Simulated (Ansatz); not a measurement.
`COC(C)C` + H–F → `COC(C)F` + CH₄ at 700 K and 1 bar (substitution at a C–C bond).

Computed with Ansatz on PBE0-D4/def2-TZVP structures; ΔE is electronic, products minus reactants. CCSD(T)/CBS is the MP2 limit (def2-TZVPP, def2-QZVPP) plus CCSD(T) − MP2 in def2-TZVPP, frozen cores. This one scheme is used for every species. Each species was taken in one conformer, which may not be the lowest.

```
  species  CCSD(T)/CBS energy (Eh)  H − E (kJ/mol)  S (J/(mol·K))
`COC(C)C`               -233.39375           442.0          461.9
      H–F               -100.39570            45.2          198.5
`COC(C)F`               -293.32811           337.7          429.4
      CH₄                -40.46206           145.9          224.0
```

H − E and S are ideal-gas, rigid-rotor, harmonic terms from PBE0-D4/def2-TZVP, for one conformer and one mirror image of each species. 1 Eh = 2625.50 kJ/mol, R = 8.31446 J/(mol·K).

By hand: ΔE, ΔH, ΔS and ΔG.

ΔE = (-293.32811) + (-40.46206) − (-233.39375) − (-100.39570) = -0.00072 Eh = -1.9 kJ/mol. Δ(H − E) = 337.7 + 145.9 − 442.0 − 45.2 = -3.6, so ΔH = -5.5 kJ/mol. ΔS = 429.4 + 224.0 − 461.9 − 198.5 = -7.0 J/(mol·K). ΔG = -5.5 − 700 × (-7.0)/1000 = -0.6 kJ/mol.

By hand: the equilibrium constant, and the temperature at which ΔG would vanish if ΔH and ΔS stayed fixed.

log₁₀ K = −ΔG/(RT ln 10) = 0.0. ΔG = 0 at ΔH/ΔS = 786 K, though so small a ΔH makes that figure unsure.

TΔS isn't small against ΔH here. The sign of ΔG lies within the doubt. A doubt of 5 kJ/mol in ΔE shifts log₁₀ K by 0.4 here. Other conformers and mirror images would add mixing entropy, several J/(mol·K) or more a flexible species. These are equilibria of isolated gas molecules and say nothing of rates. Largest T1 diagnostic: 0.011 (customary marks: 0.02 for closed shells, 0.045 for open ones).
